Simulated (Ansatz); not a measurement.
## B$_{2}$, singlet: reading a ladder of total energies

Geometry: a point of a stretch scan, not a stationary point.

```yaml
atoms:
  - { symbol: B, position_ang: [0.0000, 0.0000, 0.0000] }
  - { symbol: B, position_ang: [0.0000, 0.0000, 4.3360] }
```

Basis cc-pVDZ; Ansatz 0.2.0. Only valence electrons are correlated (noble-gas cores frozen), which leaves 6 electrons in 26 orbitals. Prefix R: restricted or restricted open-shell reference.

Full CI is exact within this basis and frozen core; it isn't the basis-set limit.

Runs differ by some tens of microhartree through their thresholds, so steps under 0.03 kcal/mol mean nothing.

```tsv
level	total energy (hartree)
RHF	-48.940841
RMP2	-49.086928
RCCSD*	-49.161986
RCCSD(T)*	-49.183072
RCCSDT*	-49.180216
RCCSDT(Q)*	-49.180409
RCCSDTQ*	-49.180604
full CI	-49.180664
```

Question: What is the correlation energy at full CI, and what share of it do RMP2 and RCCSDT(Q) recover?

Answer: E(corr) = -49.180664 − (-48.940841) = -0.239823 hartree = -6.526 eV. RMP2: -0.146087 / -0.239823 = 60.91 %. RCCSDT(Q): -0.239568 / -0.239823 = 99.89 %.

Question: By how many kcal/mol does RCCSD(T) miss full CI (1 hartree = 627.509 kcal/mol), and which steps make up the rest?

Answer: -49.183072 − (-49.180664) = -0.002408 hartree = -1.51 kcal/mol. Steps: RCCSDT − RCCSD(T) = 1.79, RCCSDT(Q) − RCCSDT = -0.12, RCCSDTQ − RCCSDT(Q) = -0.12, full CI − RCCSDTQ = -0.04 kcal/mol. With more than one leading determinant such errors change with state and geometry, and needn't cancel in differences.

An asterisk marks runs whose energy the program itself flagged as in doubt.
